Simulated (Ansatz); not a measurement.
## quartet C₂(+): levels of theory in one basis

```yaml
atoms:
  - { symbol: C, position_ang: [0.0000, 0.0000, 0.0000] }
  - { symbol: C, position_ang: [0.0000, 0.0000, 1.4742] }
```

Basis set: def2-SVP (spherical functions). Correlated methods keep 2 orbitals frozen. Correlation on ROHF uses semicanonical orbitals with singles. Charge 1, multiplicity 4.

Computed with Ansatz (development build ahead of 0.2.0); each method stands on the lowest determinant of its kind that the runs found.

| method | E − E(ROHF) (eV) | <S²> of the determinant |
| --- | --- | --- |
| ROHF | 0.00 | 3.75 |
| UHF | -0.06 | 3.91 |
| ROHF-MP2 | -3.69 | – |
| UHF-MP2 | -3.48 | 3.91 |
| ROHF-CCSD(T) | -5.41 | – |
| UHF-CCSD(T) | -5.40 | 3.91 |

Caution: the determinant may break the point group. Caution for UHF, UHF-MP2, UHF-CCSD(T): the unrestricted determinant is spin contaminated. Caution for ROHF-MP2, UHF-MP2, ROHF-CCSD(T), UHF-CCSD(T): another reference gives a lower total.
